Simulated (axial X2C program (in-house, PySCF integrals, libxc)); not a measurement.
## Potential curves of Al₂, two-component

Calculated with an in-house relativistic program for diatomic molecules. Two-component (2c) means X2C with spin–orbit coupling and atomic mean-field two-electron Coulomb and Gaunt terms. Basis: Al dyall-v3z [8s8p2d1f] (cores contracted in-house); Gaussian nuclei, density fitting, unrestricted open shells. Masses: Al 26.982 u.

State: Ω = 1 (⟨Sz⟩ = 1.00, ⟨Lz⟩ = 0.00 at HF). Energies in eV from the fragments at the same level (Al + Al). Fits are polynomials in 1 − R0/R over 0.85 to 1.23 times the lowest point R0.

```tsv
R (Å)	HF	CCSD(T)	LDA
2.1663	0.1480		-1.5533
2.2659	-0.1526	-1.0981	-1.7957
2.3406	-0.2929	-1.2168	-1.8960
2.4153	-0.3773	-1.2786	-1.9435
2.4900	-0.4183	-1.2962	-1.9503
2.5772	-0.4241	-1.2749	-1.9199
2.6643	-0.3965	-1.2212	-1.8601
2.7764	-0.3268	-1.1204	-1.7546
2.9133	-0.2085		-1.6021
3.1125	-0.0035		-1.3663
```

Correlated methods: 6 electrons correlated (number of frozen shells: Al 2 s, 1 p), 142 virtual spin orbitals or spinors in MP2, 90 natural virtuals in coupled cluster.

The state is one determinant whose occupation by symmetry is held fixed; it was picked as the lowest of a PBE0 search that is not exhaustive. Dissociation energies refer to the lowest single-determinant-based atoms at the same level and basis. Density functionals use the spin component along the axis (collinear). Coupled cluster ran in a truncated set of natural virtual spinors; the MP2 energy of the rest was added. (T) has no such correction and the atoms are truncated less, which lowers De at CCSD(T) by a hundredth of an eV or more. In 2c an atomic determinant is not the ground J level, so De misses part of the atomic spin–orbit lowering. This holds for LDA. PBE0 can misorder states that lie within some tenths of an eV, so this need not be the ground state of the molecule. The nearest other 2c determinant of the search, Ω = 2, lies 0.11 eV up at the distance of the search. Without a current term, density functionals place determinants with orbital angular momentum somewhat too high. With several unpaired electrons one determinant need not be a pure state. Open-shell Ω = 0 determinants with evenly filled partner blocks cannot be reached by this program, so the Ω shown need not be the lowest component. At some level and bond length an empty orbital lies below a filled one. This is the Ω = 1 component of a π² triplet; the 0⁺ component is not one determinant and can lie lowest. Coupled cluster ran on the points near the minimum only. MP2 and coupled cluster on one determinant become unreliable at the stretched end.

Problem. Fit the HF curve near its minimum: give the equilibrium distance, the harmonic wavenumber and the well depth.

Solution. At HF, 2c: Re = 2.546 Å, ωe ≈ 314 cm⁻¹, De = 0.43 eV to Al + Al; Be follows as 0.193 cm⁻¹.

Problem. Fit the CCSD(T) curve near its minimum: give the equilibrium distance, the harmonic wavenumber and the well depth.

Solution. At CCSD(T), 2c: Re = 2.488 Å, ωe ≈ 349 cm⁻¹, De = 1.30 eV to Al + Al; Be follows as 0.202 cm⁻¹.

Problem. Fit the LDA curve near its minimum: give the equilibrium distance, the harmonic wavenumber and the well depth.

Solution. At LDA, 2c: Re = 2.467 Å, ωe ≈ 348 cm⁻¹, De = 1.95 eV to Al + Al; Be follows as 0.205 cm⁻¹.
